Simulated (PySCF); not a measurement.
Gas-phase reaction: 2 H₃SiNH₂ + 2 SiH₃ ⇌ 2 NH₃ + i-Si₄H₁₀

Energies from PySCF, thermal terms from the rigid-rotor harmonic-oscillator model, ideal gas at 1 bar. † marks an energy on the PBE0/def2-TZVP geometry and frequencies; other levels use their own. MP2 and CCSD(T) freeze the core. 6-31G* has spherical d functions here. Open shells (unrestricted): SiH₃ (multiplicity 2); the rest are closed-shell singlets. B3LYP is the form with VWN-RPA correlation. H₃SiNH₂: computed as isolated molecules; such fragments, hydroxides, amides, oligomers or adducts are transient or little studied in the gas. MP2 isn't extrapolated to the basis-set limit; its ΔH°(298 K) is -215.0 kJ in def2-SVP and -225.3 kJ in def2-TZVPP. CCSD(T) isn't extrapolated to the basis-set limit. The harmonic model lacks anharmonicity and excited electronic states, which grow with temperature; levels with a mode under 35 cm⁻¹ are left out. Internal rotation in H₃SiNH₂, i-Si₄H₁₀ is treated as a harmonic vibration of one conformer, which makes the entropy rough.

```csv
level,"ΔE electronic, kJ","ΔH°(298 K), kJ","ΔS°(298 K), J/K","ΔG°(1400 K), kJ"
B3LYP/6-31G*,-241,-214,-165,4
CCSD(T)/def2-SVP†,-251,-225,-169,-2
HF/6-31G*,-150,-121,-171,106
M06-2X/def2-TZVP†,-230,-203,-169,20
MP2/def2-SVP†,-241,-215,-169,8
PBE0/def2-TZVP,-271,-244,-169,-21
r2SCAN/def2-TZVP†,-251,-225,-169,-1
ωB97M-V/def2-TZVP†,-261,-235,-169,-11
```
ΔH° is lowest at PBE0/def2-TZVP and highest at HF/6-31G*. No reference value is set beside these.
